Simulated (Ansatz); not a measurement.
A nudged elastic band was laid between two geometries of C$_{2}$H$_{2}$O$_{2}$S (7 atoms, charge 0, multiplicity 1).

All numbers below come from Ansatz, RKS r2SCAN-D4/cc-pVDZ.

```json
{
 "movable images": "9",
 "climbing image": "yes",
 "spring": "5.0 eV/Å²",
 "optimiser": "quadratic models (default)",
 "start path": "through a guess of the saddle point",
 "force threshold": "0.05 eV/Å",
 "iteration limit": "60",
 "end points": "relaxed"
}
```

Image 0:

```xyz
7
Properties=species:S:1:pos:R:3
O -0.591 1.994 0.075
C -0.276 0.882 0.403
S 0.608 0.015 1.668
C -0.245 -0.521 -0.016
O 0.509 -0.973 -1.054
H -1.103 -1.176 0.165
H 1.160 -0.289 -1.285
```

Image 10:

```xyz
7
Properties=species:S:1:pos:R:3
O -0.864 2.056 0.321
C -0.364 0.982 0.495
S 0.615 0.083 1.666
C -0.124 -0.339 -0.090
O 0.709 -0.409 -1.166
H -0.903 -1.109 -0.001
H 0.993 -1.332 -1.270
```

Q: What changes between the two ends?

A: No bond is made or broken. The dihedral S3–C4–O5–H7 goes from -57 to 93°.

Q: What energy profile does the band end with?

A: It converged. The highest image is number 6 of 0 to 10, 17.9 kJ/mol above the first end and 10.7 kJ/mol above the last; the last end lies 7.2 kJ/mol above the first. A vibrational analysis at the climbing image gives one clearly imaginary mode, 398i cm⁻¹: a first-order saddle point.

```json
{"image": "0", "path coordinate (Å)": "0.00", "energy (kJ/mol)": "0.0", "dihedral S3–C4–O5–H7 (°)": "-57"}
{"image": "1", "path coordinate (Å)": "0.16", "energy (kJ/mol)": "0.8", "dihedral S3–C4–O5–H7 (°)": "-48"}
{"image": "2", "path coordinate (Å)": "0.33", "energy (kJ/mol)": "3.2", "dihedral S3–C4–O5–H7 (°)": "-37"}
{"image": "3", "path coordinate (Å)": "0.49", "energy (kJ/mol)": "7.3", "dihedral S3–C4–O5–H7 (°)": "-23"}
{"image": "4", "path coordinate (Å)": "0.66", "energy (kJ/mol)": "12.2", "dihedral S3–C4–O5–H7 (°)": "-8"}
{"image": "5", "path coordinate (Å)": "0.82", "energy (kJ/mol)": "16.4", "dihedral S3–C4–O5–H7 (°)": "8"}
{"image": "6", "path coordinate (Å)": "0.98", "energy (kJ/mol)": "17.9", "dihedral S3–C4–O5–H7 (°)": "25"}
{"image": "7", "path coordinate (Å)": "1.18", "energy (kJ/mol)": "16.1", "dihedral S3–C4–O5–H7 (°)": "44"}
{"image": "8", "path coordinate (Å)": "1.38", "energy (kJ/mol)": "12.2", "dihedral S3–C4–O5–H7 (°)": "61"}
{"image": "9", "path coordinate (Å)": "1.59", "energy (kJ/mol)": "8.7", "dihedral S3–C4–O5–H7 (°)": "77"}
{"image": "10", "path coordinate (Å)": "1.79", "energy (kJ/mol)": "7.2", "dihedral S3–C4–O5–H7 (°)": "93"}
```

Q: What is the geometry of the highest image?

A: 
```xyz
7
Properties=species:S:1:pos:R:3
O -0.782 2.061 0.290
C -0.359 0.956 0.427
S 0.725 -0.009 1.501
C -0.241 -0.416 -0.072
O 0.446 -0.628 -1.255
H -1.073 -1.116 0.101
H 1.346 -0.916 -1.036
```

Q: What are the harmonic wavenumbers there?

A: 398i, 223, 333, 406, 570, 640, 686, 920, 994, 1111, 1306, 1321, 1930, 3097, 3776 cm⁻¹.

The run took 73 s on 2 threads of AMD EPYC 9R45 96-Core Processor (Zen 5), with other jobs on the host, peak memory 0.16 GiB.
